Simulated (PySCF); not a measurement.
# The bond of SH, level by level

An exercise on one series of results from a longer session: the logs are not shown, and one member is left open.

Method: H def2-TZVPPD, S def2-TZVPPD, no relativity; program: PySCF 2.14.0.

Set-up of the first run:

A driver script around PySCF takes these settings:

| Item | Value |
| --- | --- |
| atoms | H, S |
| charge | 0 |
| basis | H def2-TZVPPD, S def2-TZVPPD |
| Hamiltonian | no relativity |
| basis functions | 68 |
| electrons treated | 17 |
| masses in u | 1.0078, 31.9721 |
| levels | PBE0, PBE, r²SCAN, M06-2X, LDA, M06-L, M06, BP86, LC-ωPBE, HF, MP2, SCS-MP2, CCSD, CCSD(T) |
| grid | 80 radial by 434 angular points |
| occupations | held fixed by the projection of orbital angular momentum |
| dissociation limit | H + S, each in its ground configuration |
| starting distance in angstrom | 1.305 |
| values of 2S to try | 1, 3 |

On the command line:

```console
OMP_NUM_THREADS=1 python dia.py task.json out
```

Among the steps run: The job; The PBE0 curve of the state that the search chose; Higher solutions at PBE0; PBE (GGA); r²SCAN (meta-GGA); M06-2X; LDA; M06-L (meta-GGA); M06 (hybrid meta-GGA); BP86 (GGA); LC-ωPBE (range-separated hybrid); UHF (mean field); Adding correlation.

One of the session's tables, all rows but one given; the rest of the session is left out.

It belongs to the step «The curves together». Energy (eV) from each level's lowest point:

```
R (Å)    UHF  UHF-MP2  UHF-SCS-MP2  UHF-CCSD  UHF-CCSD(T)
1.158  0.583    0.603        0.607       n/a          n/a
1.211  0.248    0.264        0.268     0.276        0.283
1.265  0.065    0.076        0.079     0.084        0.088
1.306  0.006    0.012        0.013     0.016        0.018
1.346  0.000    0.000        0.000     0.000        0.000
1.386      ?        ?            ?         ?            ?
1.440  0.144    0.126        0.122     0.113        0.107
1.508  0.341    0.307        0.300     0.283        0.272
1.588  0.643    0.588        0.576     0.547        0.530
1.696  1.108    1.031        1.017       n/a          n/a
```

Estimate the missing values for R (Å) = 1.386.

Worked estimate for «UHF». A straight line through the neighbours (1.346, 0.000) and (1.440, 0.144) gives 0.000 + (0.144 − 0.000) × (1.386 − 1.346) / (1.440 − 1.346) = 0.061; a parabola fitted to 4 rows on both sides gives 0.042.

As computed: UHF: 0.038; UHF-MP2: 0.031; UHF-SCS-MP2: 0.030; UHF-CCSD: 0.026; UHF-CCSD(T): 0.024. In «UHF» the line misses by +0.023 and the parabola by +0.004.
